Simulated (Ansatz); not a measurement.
Results of r²SCAN in Ansatz (PAW) for bcc Cs.

Settings: plane-wave cutoff 600 eV, 16×16×16 k mesh, Fermi–Dirac smearing 0.1 eV, finite displacements, force constants from a 4×4×4 q mesh, scalar-relativistic PAW data made under PBE.

Computed at the level's own relaxed cell.

Harmonic phonon frequencies (cm⁻¹; i marks an imaginary mode):

```json
[
 {"q point": "N", "frequencies": "9 20 35"},
 {"q point": "H", "frequencies": "32 32 32"}
]
```

No imaginary mode appears at these points.

Ansatz is an electronic-structure program.
